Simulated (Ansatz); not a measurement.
**One shape, several levels: SO2F2 (sulfuryl fluoride)**

Aim: a comparison of 6 runs (HF/STO-3G, HF/6-311G**, PBE0/def2-SVP, MP2/6-311+G**, MP2/pcseg-2, CCSD(T)/def2-SVP) of SO2F2 (sulfuryl fluoride). 

The calculation is run with Ansatz 0.2.0.

6 further runs of the same task are left out: 1 for a known fault of the program, 2 that didn't finish, 3 set aside as unsound or not needed.

**1. The structure to begin with**

SO2F2 has 5 atoms, charge 0, and is taken as a singlet. SMILES: `O=S(=O)(F)F`. Geometry: relaxed at PBE0-D4/def2-TZVP.

Bond lengths: O1–S2 1.404 Å, S2–O3 1.404 Å, S2–F4 1.539 Å, S2–F5 1.539 Å. Angles: O1–S2–O3 124.9°, O1–S2–F4 108.1°, O1–S2–F5 108.1°, O3–S2–F4 108.1°, O3–S2–F5 108.1°, F4–S2–F5 95.6°.

**2. Energy and gradient at HF/STO-3G (run 1)**

File input.yaml:

```yaml
crystal:
  periodic: [false, false, false]
  atoms:
    - symbol: O
      position_ang: [-0.388200, -0.151100, 1.421700]
    - symbol: S
      position_ang: [0.070900, -0.096900, 0.095900]
    - symbol: O
      position_ang: [1.129600, -0.862200, -0.418700]
    - symbol: F
      position_ang: [-1.140900, -0.267600, -0.837400]
    - symbol: F
      position_ang: [0.328600, 1.377800, -0.261400]
basis:
  gaussian: {orbitals: STO-3G}
hamiltonian: {xc: hf}
accuracy: high
output: {forces: true, orbitals: {seedname: orbitals}}
```

Started as:

```
$ ansatz run input.yaml --threads 1 --pin off --max-ram 2610MiB --events-out events.jsonl --progress --plain --runs-dir runs
```

The program printed:

```text
Warning: RAYON_NUM_THREADS=1 ignored (pool sized by the plan → 1); use --threads N
Functional definition: HF
  name "HF"
  exchange = exact_x
  correlation = 0
605 factors; integrals over basis functions are off by at most 2.7e-8 eV
mean field evaluation 1: about -20030.9095 eV, gradient 5.1e1 eV
mean field evaluation 2: about -20031.0676 eV, gradient 5.1e1 eV
mean field evaluation 4: about -20039.6921 eV, gradient 3.5e0 eV
mean field evaluation 8: about -20039.7505 eV, gradient 6.5e-2 eV
mean field -20039.75049067 eV, -736.4472471013 hartree, gradient 6.7e-9 eV, S^2 0.000000; 0 other end points of the search recorded, 0 dependent functions left out
the calculation of the forces begins
reference -20039.75049067 eV, -736.4472471013 hartree; 25, 25 occupied and 4, 4 virtual orbitals, 605 factors
Total energy: -20039.75049067 eV, -736.4472471013 hartree
Atom 0 at    -0.388200    -0.151100     1.421700 Å, force    -4.035077    -0.391083    11.410057 eV/Å
Atom 1 at     0.070900    -0.096900     0.095900 Å, force    -1.269217     1.736440    -1.712723 eV/Å
Atom 2 at     1.129600    -0.862200    -0.418700 Å, force     9.118795    -6.554879    -4.538268 eV/Å
Atom 3 at    -1.140900    -0.267600    -0.837400 Å, force    -4.592951    -0.401290    -3.633030 eV/Å
Atom 4 at     0.328600     1.377800    -0.261400 Å, force     0.778451     5.610812    -1.526037 eV/Å
Dipole moment:    -0.138747     0.189620    -0.187757 e Å
```

Wall time 0.5 s (1 thread of Arm Neoverse V2, shared host); peak memory 0.081 GiB.

**3. Energy and forces at HF/6-311G(d,p) (run 2)**

File job.yaml:

```yaml
crystal:
  periodic: [false, false, false]
  atoms:
    - {symbol: O, position_ang: [-0.388200, -0.151100, 1.421700]}
    - {symbol: S, position_ang: [0.070900, -0.096900, 0.095900]}
    - {symbol: O, position_ang: [1.129600, -0.862200, -0.418700]}
    - {symbol: F, position_ang: [-1.140900, -0.267600, -0.837400]}
    - {symbol: F, position_ang: [0.328600, 1.377800, -0.261400]}
basis:
  gaussian:
    orbitals: 6-311G_st__st_-spherical.json
hamiltonian:
  xc: hf
accuracy: high
output: {forces: true, orbitals: {seedname: orbitals}}
```

The basis set 6-311G** is read from a file made from the Basis Set Exchange's data (not shown).

Started as:

```
$ ansatz run job.yaml --threads 1 --pin off --max-ram 2610MiB --events-out events.jsonl --progress --plain --runs-dir runs
```

The program printed, shortened:

```text
Warning: RAYON_NUM_THREADS=1 ignored (pool sized by the plan → 1); use --threads N
Functional definition: HF
  name "HF"
[...]
1825 factors; integrals over basis functions are off by at most 1.7e-8 eV
[...]
mean field -20303.03231794 eV, -746.1226757949 hartree, gradient 1.2e-8 eV, S^2 0.000000; 0 other end points of the search recorded, 0 dependent functions left out
[...]
reference -20303.03231794 eV, -746.1226757949 hartree; 25, 25 occupied and 73, 73 virtual orbitals, 1825 factors
Total energy: -20303.03231794 eV, -746.1226757949 hartree
Atom 0 at    -0.388200    -0.151100     1.421700 Å, force     0.501367     0.076710    -1.496406 eV/Å
Atom 1 at     0.070900    -0.096900     0.095900 Å, force     0.271806    -0.371338     0.372240 eV/Å
Atom 2 at     1.129600    -0.862200    -0.418700 Å, force    -1.192201     0.869178     0.557508 eV/Å
Atom 3 at    -1.140900    -0.267600    -0.837400 Å, force     0.562239     0.108113     0.420967 eV/Å
Atom 4 at     0.328600     1.377800    -0.261400 Å, force    -0.143212    -0.682663     0.145691 eV/Å
Dipole moment:    -0.104172     0.142345    -0.141027 e Å
```

It took 3.6 s on 1 thread of Arm Neoverse V2, shared host; peak memory 0.27 GiB.

**4. Energy and gradient at PBE0/def2-SVP (run 3)**

File input.yaml:

```yaml
crystal:
  periodic: [false, false, false]
  atoms:
    - {symbol: O, position_ang: [-0.388200, -0.151100, 1.421700]}
    - {symbol: S, position_ang: [0.070900, -0.096900, 0.095900]}
    - {symbol: O, position_ang: [1.129600, -0.862200, -0.418700]}
    - {symbol: F, position_ang: [-1.140900, -0.267600, -0.837400]}
    - {symbol: F, position_ang: [0.328600, 1.377800, -0.261400]}
basis:
  gaussian:
    orbitals: def2-SVP
hamiltonian:
  xc: pbe0
accuracy: high
output: {forces: true, orbitals: {seedname: orbitals}}
```

Started as:

```
$ ansatz run input.yaml --threads 1 --pin off --max-ram 2610MiB --events-out events.jsonl --progress --plain --runs-dir runs
```

The program printed, shortened:

```text
Warning: RAYON_NUM_THREADS=1 ignored (pool sized by the plan → 1); use --threads N
Functional definition: PBE0
  name "PBE0"
[...]
1506 factors; integrals over basis functions are off by at most 3.1e-9 eV
[...]
mean field -20336.75573072 eV, -747.3619883558 hartree, gradient 3.3e-8 eV, S^2 0.000000; 0 other end points of the search recorded, 0 dependent functions left out
[...]
reference -20336.75573156 eV, -747.3619883868 hartree; 25, 25 occupied and 49, 49 virtual orbitals, 1506 factors
Total energy: -20336.75573156 eV, -747.3619883868 hartree
Atom 0 at    -0.388200    -0.151100     1.421700 Å, force    -0.604139    -0.010514     1.572311 eV/Å
Atom 1 at     0.070900    -0.096900     0.095900 Å, force     0.269347    -0.367760     0.369070 eV/Å
Atom 2 at     1.129600    -0.862200    -0.418700 Å, force     1.261054    -0.885404    -0.688529 eV/Å
Atom 3 at    -1.140900    -0.267600    -0.837400 Å, force    -1.130023    -0.114285    -0.888462 eV/Å
Atom 4 at     0.328600     1.377800    -0.261400 Å, force     0.203761     1.377963    -0.364391 eV/Å
Dipole moment:    -0.100093     0.136763    -0.135489 e Å
```

It took 5.7 s on 1 thread of Arm Neoverse V2, shared host; peak memory 0.22 GiB.

Runs 4 to 5 aren't shown in full; the table further down has their settings and results.

**5. Energy and forces at CCSD(T)/def2-SVP (run 6)**

File input.yaml:

```yaml
crystal:
  periodic: [false, false, false]
  atoms:
    - symbol: O
      position_ang: [-0.388200, -0.151100, 1.421700]
    - symbol: S
      position_ang: [0.070900, -0.096900, 0.095900]
    - symbol: O
      position_ang: [1.129600, -0.862200, -0.418700]
    - symbol: F
      position_ang: [-1.140900, -0.267600, -0.837400]
    - symbol: F
      position_ang: [0.328600, 1.377800, -0.261400]
basis:
  gaussian:
    orbitals: def2-SVP
correlation:
  method: ccsd_t
  frozen_orbitals: {F: 1, O: 1, S: 5}
accuracy: high
scf:
  omitted_lower_state_checks: [cluster_reference, increment]
output: {forces: true, orbitals: {seedname: orbitals}}
```

Started as:

```
$ ansatz run input.yaml --threads 1 --pin off --max-ram 2610MiB --events-out events.jsonl --progress --plain --runs-dir runs
```

The program printed:

```text
Warning: RAYON_NUM_THREADS=1 ignored (pool sized by the plan → 1); use --threads N
[... 12 lines left out ...]
9 core orbitals not correlated: weight in the atoms' cores, before any rotation towards them, 1.000 or more for the frozen orbitals, at most 0.000 for the correlated occupied ones
[... 24 lines left out ...]
Total energy: -20313.62800964 eV, -746.5120602828 hartree
[... 5 lines left out ...]
Dipole moment:    -0.094904     0.129673    -0.128471 e Å
Checks for a lower state left out: cluster_reference, increment
```

Wall time 47 s (1 thread of Arm Neoverse V2, shared host); peak memory 0.48 GiB.

**6. The series**

```tsv
run	level	frozen core orbitals	energy (Eh)	dipole moment (D)	HOMO energy (eV)	LUMO energy (eV)	wall time
1	HF/STO-3G	–	-736.447247	1.44	-9.68	9.47	0.5 s
2	HF/6-311G**	–	-746.122676	1.08	-15.19	5.16	3.6 s
3	PBE0/def2-SVP	–	-747.361988	1.04	-10.44	0.63	5.7 s
4	MP2/6-311+G**	9	-747.091511	0.86	-15.24	1.68	13 s
5	MP2/pcseg-2	9	-747.378502	1.09	-15.16	5.43	31 s
6	CCSD(T)/def2-SVP	9	-746.512060	0.99	-15.14	5.65	47 s
```

**7. What came out**

```
                                          quantity          value
                               run 6: total energy  -746.51206 Eh
         run 6: dipole moment (correlated density)         0.99 D
        run 6: HOMO energy (Hartree–Fock orbitals)      -15.14 eV
        run 6: LUMO energy (Hartree–Fock orbitals)        5.65 eV
      run 6: HOMO–LUMO gap (Hartree–Fock orbitals)       20.79 eV
run 6: correlation energy (9 core orbitals frozen)     -904.0 mEh
                             run 6: (T) correction     -22.44 mEh
                              run 6: T1 diagnostic          0.014
                   run 6: largest force on an atom     1.973 eV/Å
```

What this shows: The dipole moment (its size) runs from 0.86 D (MP2/6-311+G**) to 1.44 D (HF/STO-3G). The two ends differ in method and basis. Over runs 1, 2, 3 the HOMO–LUMO gap runs from 11.06 eV (PBE0/def2-SVP) to 20.35 eV (HF/6-311G**). In run 1 the basis is minimal, so the values are rough. All runs together took 1.7 min, the longest 47 s.
